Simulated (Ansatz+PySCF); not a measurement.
## singlet CH₄O: levels of theory in one basis

```xyz
6

C    -0.0174    0.0168   -0.6425
O    -0.0400   -0.0384    0.7607
H    -0.0123   -1.0215   -1.0222
H    -0.8763    0.4428   -1.0348
H     0.9009    0.4674   -1.1247
H    -0.0135    0.8745    1.1048
```

Basis set: def2-SVP (spherical functions). Left uncorrelated: 2 orbitals. Charge 0, multiplicity 1.

Computed with Ansatz (development build ahead of 0.2.0); each method stands on the lowest determinant of its kind that the runs found.

| method | E − E(RHF) (eV) | <S²> of the determinant |
| --- | --- | --- |
| RHF | 0.00 | 0.00 |
| RHF-MP2 | -9.19 | – |
| RHF-CCSD | -9.87 | – |

**Question.** What does RHF-CCSD(T) give on the same scale?

**Answer.** -10.07 eV.

**Question.** Is a single determinant a sound starting point here?

**Answer.** By this sign, yes. Unrestricted orbitals gain 0.00 eV and <S²> is 0.00 against 0.00 for a pure state.
